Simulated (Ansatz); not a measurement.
CH2 (SMILES [CH2]) moved off its minimum; all values from Ansatz (an electronic-structure program), cores frozen in correlated methods. Open shells are unrestricted.
(charge 0, multiplicity 3)
```xyz
3

C      0.0559     0.1410     0.0638
H     -1.0214    -0.1872     0.0165
H      1.0407    -0.2583     0.0162
```

Forces at B3LYP/def2-TZVPP (eV/Å):

```tsv
atom	Fx	Fy	Fz
C1	-1.997	0.064	0.000
H2	1.623	0.300	0.046
H3	0.375	-0.364	-0.046
```

Problem. Give the forces (eV/Å), the total energy and the dipole at CCSD(T)/aug-cc-pVTZ.

Solution. 
```
atom      Fx      Fy      Fz
----  ------  ------  ------
C1    -2.003   0.183   0.015
H2     1.606   0.245   0.039
H3     0.398  -0.428  -0.054
```
Energy -39.0778 hartree, dipole 0.55 D.
